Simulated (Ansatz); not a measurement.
# Al2H2 (singlet): the correlation ladder at distance Al1–H3 = 1.292 Å, 6-31G

How much of the correlation energy of Al2H2 (singlet) does each wave-function method recover here?

Program: Ansatz 0.2.0, Gaussian basis. Level of theory: 6-31G, core rule «outside noble gas», up to 10 orbitals frozen. These are calculated values, not measurements.

Plan: UHF; CCSD(T) on RHF; CCSD(T) on UHF; BCCD(T) on RHF; CISD; CCSDT(Q) on RHF; CCSDT(Q) on UHF; CCSDTQ on RHF; CASSCF and MRCISD+Q, 2 electrons in 2 orbitals; CASSCF and NEVPT2, 2 electrons in 2 orbitals; CASSCF and MRCISD+Q, 8 electrons in 10 orbitals; CASSCF and NEVPT2, 8 electrons in 10 orbitals; Full CI.

20 further runs of the same task are left out: 13 that didn't finish, 7 set aside as unsound or not needed.

## 1. The geometry

The geometry derives from a PBE0/def2-TZVP stationary point (not a proven minimum). One bond is set to the value named and the two fragments are kept rigid.

4 atoms, charge 0, spin multiplicity 1.

Atoms are counted from 1 here; the program's logs count them from 0.

Bond lengths: Al1–Al2 2.635 Å, Al1–H3 1.292 Å, Al2–H4 1.622 Å. Angles: Al2–Al1–H3 120.2°, Al1–Al2–H4 120.2°.

Geometry (Å):

```mol
Al2H2
  3D, bonds by distance, orders not assigned

  4  3  0  0  0  0  0  0  0  0999 V2000
    0.0000   -0.1487    1.3120 Al  0  0
    0.0000    0.1583   -1.3048 Al  0  0
    0.0000    0.8844    2.0877 H   0  0
    0.0000   -1.1391   -2.2789 H   0  0
  1  2  8  0
  1  3  8  0
  2  4  8  0
M  END
```

## 2. UHF

File in.yaml:

```yaml
crystal:
  periodic: [false, false, false]
  atoms:
    - {symbol: Al, position_ang: [0.000000, -0.148747, 1.311961]}
    - {symbol: Al, position_ang: [0.000000, 0.158261, -1.304817]}
    - {symbol: H, position_ang: [0.000000, 0.884442, 2.087709]}
    - {symbol: H, position_ang: [0.000000, -1.139141, -2.278944]}
basis:
  gaussian: {orbitals: 6-31G}
magnetization: {spin_polarized: true, initial_magnetization: 0}
hamiltonian: {xc: hf}
output: {orbitals: {seedname: orbitals}}
```

Command:

```
ansatz run in.yaml --threads 1 --pin off --events-out ev --progress --plain --max-ram 2393MiB
```

The runs that follow: CCSD(T) on RHF; CCSD(T) on UHF; BCCD(T) on RHF; CISD; CCSDT(Q) on RHF; CCSDT(Q) on UHF; CCSDTQ on RHF; CASSCF and MRCISD+Q, 2 electrons in 2 orbitals; CASSCF and NEVPT2, 2 electrons in 2 orbitals; CASSCF and MRCISD+Q, 8 electrons in 10 orbitals; CASSCF and NEVPT2, 8 electrons in 10 orbitals; Full CI.

**Question.** What will the summary of the whole plan be? Wanted: FCI below the RHF energy; RMP2 from FCI; UMP2 from FCI; RCCSD from FCI; RCCSD(T) from FCI; UCCSD(T) from FCI; RCCSDT(Q) from FCI; UCCSDT(Q) from FCI; NEVPT2 pair from FCI.

The runs gave:

| quantity | value |
| --- | --- |
| FCI below the RHF energy | -2.7451 eV |
| RMP2 from FCI | +90.7 kJ/mol |
| UMP2 from FCI | +98.0 kJ/mol |
| RCCSD from FCI | +10.2 kJ/mol |
| RCCSD(T) from FCI | +3.5 kJ/mol |
| UCCSD(T) from FCI | +5.5 kJ/mol |
| RCCSDT(Q) from FCI | +0.2 kJ/mol |
| UCCSDT(Q) from FCI | +0.2 kJ/mol |
| NEVPT2 pair from FCI | +63.7 kJ/mol |
| MRCISD+Q pair from FCI | +1.6 kJ/mol |
| NEVPT2 valence from FCI | +17.7 kJ/mol |
| levels within 1 kcal/mol (43 meV) | RCCSD(T), BCCD(T), RCCSDT, UCCSDT, RCCSDT(Q), UCCSDT(Q), RCCSDTQ, MRCISD+Q pair, MRCISD valence, MRCISD+Q valence |
| T1 diagnostic | 0.031 |
| effectively unpaired electrons | 0.29 |

In words: RCCSD(T) misses by +3.5 kJ/mol, 1.3 % of the correlation energy. CCSD(T) misses by +3.5 kJ/mol on the restricted determinant and by +5.5 kJ/mol on the unrestricted one; the two need not hold the same state or core. The occupations show some static correlation. Of the multireference levels listed MRCISD+Q valence comes nearest in total energy (+0.9 kJ/mol), which doesn't show that its space is the better one. These misses are within one basis, not against nature.
